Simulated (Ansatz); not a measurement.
## Worked example: correlation energy of HGeBr, triplet

Geometry: that of the HGeBr, singlet, kept fixed.

```xyz
3

Ge    0.0000   -0.0382    1.2160
Br    0.0000    0.0151   -1.1224
H     0.0000    1.5551    1.3441
```

Basis cc-pVTZ; Ansatz 0.2.0. Only valence electrons are correlated (noble-gas cores and the filled d shells of p-block atoms frozen), which leaves 12 electrons in 72 orbitals. R marks a restricted (for open shells ROHF) determinant, U an unrestricted one. No spin–orbit coupling is included, and no scalar relativity.

Full CI isn't at hand for all of this; UCCSDT(Q) serves as the reference, and is uncertain by about the last step of the cluster series.

Runs differ by some tens of microhartree through their thresholds and, for an open shell, their frozen cores, so steps under 0.03 kcal/mol mean nothing.

```tsv
level	total energy (hartree)
UHF	-4648.423375
UMP2	-4648.658921
UCCSD	-4648.687920
UCCSD(T)	-4648.699141
UCCSDT	-4648.700350
UCCSDT(Q)	-4648.700922
```

What is the correlation energy at UCCSDT(Q), and what share of it do UMP2 and UCCSDT recover?

E(corr) = -4648.700922 − (-4648.423375) = -0.277547 hartree = -7.552 eV. UMP2: -0.235546 / -0.277547 = 84.87 %. UCCSDT: -0.276975 / -0.277547 = 99.79 %.

By how many kcal/mol does UCCSD(T) miss UCCSDT(Q) (1 hartree = 627.509 kcal/mol), and which steps make up the rest?

-4648.699141 − (-4648.700922) = 0.001781 hartree = 1.12 kcal/mol. Steps: UCCSDT − UCCSD(T) = -0.76, UCCSDT(Q) − UCCSDT = -0.36 kcal/mol. Differences between like states or geometries often cancel part of this.
